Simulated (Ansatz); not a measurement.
`N=C1CCO1`. Charge 0, multiplicity 1.

```xyz
10

N    -0.3717    1.8548   -0.9265
C    -0.2310    0.7792   -0.3110
C     0.6909   -0.4043   -0.4315
C    -0.1021   -0.9321    0.7648
O    -0.9176    0.2695    0.7642
H    -1.1279    2.4149   -0.5365
H     0.5885   -0.9608   -1.3619
H     1.7404   -0.1761   -0.2514
H     0.4452   -1.0287    1.7031
H    -0.7148   -1.8164    0.5865
```

**Question.** What are the harmonic wavenumbers in cm⁻¹ at PBE0-D4/def2-TZVP (Ansatz, finite differences of forces, unscaled)? (Best estimate.)

**Answer.** Computed: 162, 456, 494, 745, 793, 862, 920, 984, 1019, 1045, 1065, 1165, 1205, 1226, 1250, 1371, 1457, 1518, 1843, 3086, 3113, 3142, 3171, 3513.

**Question.** Is this a minimum?

**Answer.** Yes, all 24 modes are real.

**Question.** Give the ideal-gas thermochemistry at 298.15 K and 1 bar (rigid rotor, harmonic oscillator; point group Cs, symmetry number 1).

**Answer.** Zero-point energy 213.0 kJ/mol; H(298) − E = 227.1 kJ/mol; entropy 287.4 J/(mol·K), of which translation 162.0, rotation 103.3, vibration 22.1; G(298) − E = 141.4 kJ/mol.

**Question.** Rotational constants (cm⁻¹)?

**Answer.** 0.4109, 0.1734, 0.1279.
